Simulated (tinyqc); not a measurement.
Inside a calculation. Method: UHF in the sto-3g basis, for OH+, spin multiplicity 3. One step of it, computed by the program tinyqc.

Task: Iteration 2: building the Fock matrix. J_ij = sum D_kl (ij|kl) with D = D(alpha) + D(beta), K_ij = sum D_kl (ik|jl) for each spin; F = H + J - K(s); E = tr D H + tr D J / 2 - 0.5 sum_s tr D(s) K(s) + E_nn.

D(alpha) after iteration 1:
```
            1O 1s      1O 2s    1O 2px    1O 2py     1O 2pz      2H 1s
1O 1s    1.061317  -0.264495  0.000000  0.000000  -0.003618   0.022603
1O 2s   -0.264495   1.147207  0.000000  0.000000   0.018998  -0.119055
1O 2px   0.000000   0.000000  1.000000  0.000000   0.000000   0.000000
1O 2py   0.000000   0.000000  0.000000  1.000000   0.000000   0.000000
1O 2pz  -0.003618   0.018998  0.000000  0.000000   0.947048   0.013209
2H 1s    0.022603  -0.119055  0.000000  0.000000   0.013209   0.064875
```

D(beta) after iteration 1:
```
            1O 1s      1O 2s    1O 2px    1O 2py     1O 2pz      2H 1s
1O 1s    1.060546  -0.260180  0.000000  0.000000   0.000574   0.017141
1O 2s   -0.260180   1.124820  0.000000  0.000000  -0.000910  -0.097669
1O 2px   0.000000   0.000000  0.000000  0.000000   0.000000   0.000000
1O 2py   0.000000   0.000000  0.000000  0.000000   0.000000   0.000000
1O 2pz   0.000574  -0.000910  0.000000  0.000000   0.931447   0.024293
2H 1s    0.017141  -0.097669  0.000000  0.000000   0.024293   0.074378
```

core Hamiltonian H = T + V (hartree):
```
             1O 1s      1O 2s     1O 2px     1O 2py     1O 2pz      2H 1s
1O 1s   -32.148163  -7.477232   0.000000   0.000000  -0.014424  -1.578917
1O 2s    -7.477232  -8.771078   0.000000   0.000000  -0.171753  -3.314660
1O 2px    0.000000   0.000000  -6.939262   0.000000   0.000000   0.000000
1O 2py    0.000000   0.000000   0.000000  -6.939262   0.000000   0.000000
1O 2pz   -0.014424  -0.171753   0.000000   0.000000  -7.054266  -2.355184
2H 1s    -1.578917  -3.314660   0.000000   0.000000  -2.355184  -4.595171
```

Two-electron integrals (ij|kl) in chemists' order, unique and non-zero (hartree):
```
(11|11) 4.785065   (21|11) 0.741380   (21|21) 0.136873   (22|11) 1.118947
(22|21) 0.256633   (22|22) 0.817206   (31|31) 0.024477   (32|31) 0.037809
(32|32) 0.180518   (33|11) 1.115814   (33|21) 0.256684   (33|22) 0.817023
(33|33) 0.880159   (41|41) 0.024477   (42|41) 0.037809   (42|42) 0.180518
(43|43) 0.047444   (44|11) 1.115814   (44|21) 0.256684   (44|22) 0.817023
(44|33) 0.785270   (44|44) 0.880159   (51|51) 0.024477   (52|51) 0.037809
(52|52) 0.180518   (53|53) 0.047444   (54|54) 0.047444   (55|11) 1.115814
(55|21) 0.256684   (55|22) 0.817023   (55|33) 0.785270   (55|44) 0.785270
(55|55) 0.880159   (61|11) 0.157607   (61|21) 0.028848   (61|22) 0.053729
(61|33) 0.053625   (61|44) 0.053625   (61|51) 0.001331   (61|52) 0.002489
(61|55) 0.053942   (61|61) 0.006159   (62|11) 0.379310   (62|21) 0.088068
(62|22) 0.310013   (62|33) 0.304781   (62|44) 0.304781   (62|51) 0.006605
(62|52) 0.050230   (62|55) 0.320184   (62|61) 0.018917   (62|62) 0.145001
(63|31) 0.009264   (63|32) 0.053752   (63|53) 0.010465   (63|63) 0.020785
(64|41) 0.009264   (64|42) 0.053752   (64|54) 0.010465   (64|64) 0.020785
(65|11) 0.271396   (65|21) 0.063834   (65|22) 0.239960   (65|33) 0.229045
(65|44) 0.229045   (65|51) 0.013465   (65|52) 0.090622   (65|55) 0.261522
(65|61) 0.014324   (65|62) 0.136326   (65|65) 0.147493   (66|11) 0.515443
(66|21) 0.121622   (66|22) 0.490567   (66|33) 0.470671   (66|44) 0.470671
(66|51) 0.011932   (66|52) 0.124644   (66|55) 0.529749   (66|61) 0.026365
(66|62) 0.287398   (66|65) 0.308531   (66|66) 0.774606
```

nuclear repulsion = 4.26326051 hartree

Give: Coulomb J; exchange K(alpha); exchange K(beta); F(alpha); F(beta); total energy of this density.

Result:

Coulomb J (hartree):
```
         1O 1s  1O 2s  1O 2px  1O 2py  1O 2pz  2H 1s
1O 1s   16.185  2.994   0.000   0.000   0.001  0.632
1O 2s    2.994  7.087   0.000   0.000   0.009  2.618
1O 2px   0.000  0.000   7.050   0.000   0.000  0.000
1O 2py   0.000  0.000   0.000   7.050   0.000  0.000
1O 2pz   0.001  0.009   0.000   0.000   7.137  2.003
2H 1s    0.632  2.618   0.000   0.000   2.003  4.030
```

exchange K(alpha) (hartree):
```
        1O 1s   1O 2s  1O 2px  1O 2py  1O 2pz  2H 1s
1O 1s   4.916   0.854   0.000   0.000   0.002  0.189
1O 2s   0.854   1.420   0.000   0.000  -0.001  0.497
1O 2px  0.000   0.000   1.175   0.000   0.000  0.000
1O 2py  0.000   0.000   0.000   1.175   0.000  0.000
1O 2pz  0.002  -0.001   0.000   0.000   1.137  0.331
2H 1s   0.189   0.497   0.000   0.000   0.331  0.340
```

exchange K(beta) (hartree):
```
        1O 1s   1O 2s  1O 2px  1O 2py  1O 2pz  2H 1s
1O 1s   4.866   0.778   0.000   0.000   0.001  0.170
1O 2s   0.778   1.055   0.000   0.000  -0.008  0.395
1O 2px  0.000   0.000   0.245   0.000   0.000  0.000
1O 2py  0.000   0.000   0.000   0.245   0.000  0.000
1O 2pz  0.001  -0.008   0.000   0.000   1.036  0.313
2H 1s   0.170   0.395   0.000   0.000   0.313  0.314
```

F(alpha) (hartree):
```
          1O 1s   1O 2s  1O 2px  1O 2py  1O 2pz   2H 1s
1O 1s   -20.879  -5.337   0.000   0.000  -0.015  -1.136
1O 2s    -5.337  -3.104   0.000   0.000  -0.162  -1.193
1O 2px    0.000   0.000  -1.064   0.000   0.000   0.000
1O 2py    0.000   0.000   0.000  -1.064   0.000   0.000
1O 2pz   -0.015  -0.162   0.000   0.000  -1.054  -0.684
2H 1s    -1.136  -1.193   0.000   0.000  -0.684  -0.905
```

F(beta) (hartree):
```
          1O 1s   1O 2s  1O 2px  1O 2py  1O 2pz   2H 1s
1O 1s   -20.829  -5.261   0.000   0.000  -0.015  -1.117
1O 2s    -5.261  -2.739   0.000   0.000  -0.155  -1.091
1O 2px    0.000   0.000  -0.135   0.000   0.000   0.000
1O 2py    0.000   0.000   0.000  -0.135   0.000   0.000
1O 2pz   -0.015  -0.155   0.000   0.000  -0.953  -0.666
2H 1s    -1.117  -1.091   0.000   0.000  -0.666  -0.879
```

total energy of this density = -73.76342 hartree

This density is a damped mixture and is not idempotent.
